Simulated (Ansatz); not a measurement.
# BH₄ (quartet): wave-function methods side by side, aug-cc-pVDZ

How much of the correlation energy of BH₄ (quartet) does each wave-function method recover here?

Method: aug-cc-pVDZ, core rule «outside noble gas», up to 1 orbitals frozen; program: Ansatz 0.2.0, Gaussian basis.

To be run: UHF; CCSD(T) on ROHF; CCSD(T) on UHF; BCCD(T) on ROHF; CISD; CCSDT(Q) on ROHF; CCSDT(Q) on UHF.

8 further runs of the same task are left out: 2 for a known fault of the program, 6 set aside as unsound or not needed.

## Step 1: What is computed

The geometry is a PBE0/def2-TZVP stationary point (not a proven minimum) of the parent state, kept for this charge and spin.

5 atoms, charge 0, spin multiplicity 4.

Atoms are counted from 1 here; the program's logs count them from 0.

Bond lengths: B1–H2 1.256 Å, B1–H3 1.256 Å, B1–H4 1.256 Å, B1–H5 1.256 Å. Angles: H2–B1–H3 65.3°, H2–B1–H4 135.2°, H2–B1–H5 135.2°, H3–B1–H4 135.2°, H3–B1–H5 135.2°, H4–B1–H5 65.3°.

## Step 2: UHF

The input, in.yaml:

```yaml
crystal:
  periodic: [false, false, false]
  atoms:
    - {symbol: B, position_ang: [0.000000, 0.000000, 0.000000]}
    - {symbol: H, position_ang: [0.472475, 0.486295, 1.057304]}
    - {symbol: H, position_ang: [-0.485791, -0.470884, 1.058245]}
    - {symbol: H, position_ang: [-0.471913, 0.471402, -1.064277]}
    - {symbol: H, position_ang: [0.485229, -0.486813, -1.051272]}
basis:
  gaussian: {orbitals: aug-cc-pVDZ}
magnetization: {spin_polarized: true, initial_magnetization: 3}
hamiltonian: {xc: hf}
output: {orbitals: {seedname: orbitals}}
```

The run is started by

```bash
$ ansatz run in.yaml --threads 1 --pin off --events-out ev --progress --plain --max-ram 3328MiB --backend cpu
```

Further steps of the session: CCSD(T) on ROHF; CCSD(T) on UHF; BCCD(T) on ROHF; CISD; CCSDT(Q) on ROHF; CCSDT(Q) on UHF.

**Question.** What will the summary of the whole plan be? Wanted: UCCSDT(Q) below the RHF energy; RMP2 from UCCSDT(Q); UMP2 from UCCSDT(Q); RCCSD from UCCSDT(Q); RCCSD(T) from UCCSDT(Q); UCCSD(T) from UCCSDT(Q); RCCSDT(Q) from UCCSDT(Q); T1 diagnostic.

As calculated:

| quantity | value |
| --- | --- |
| UCCSDT(Q) below the RHF energy | -3.8566 eV |
| RMP2 from UCCSDT(Q) | +877.8 meV |
| UMP2 from UCCSDT(Q) | +915.5 meV |
| RCCSD from UCCSDT(Q) | +149.1 meV |
| RCCSD(T) from UCCSDT(Q) | +32.4 meV |
| UCCSD(T) from UCCSDT(Q) | +32.4 meV |
| RCCSDT(Q) from UCCSDT(Q) | +0.4 meV |
| levels within 1 kcal/mol (43 meV) | RCCSD(T), UCCSD(T), BCCD(T), RCCSDT, UCCSDT, RCCSDT(Q) |
| T1 diagnostic | 0.059 |

In words: RCCSD(T) misses by +32.4 meV, 0.8 % of the correlation energy. These misses are within one basis, not against nature; the frozen cores of restricted and unrestricted runs differ, which can shift their rows.
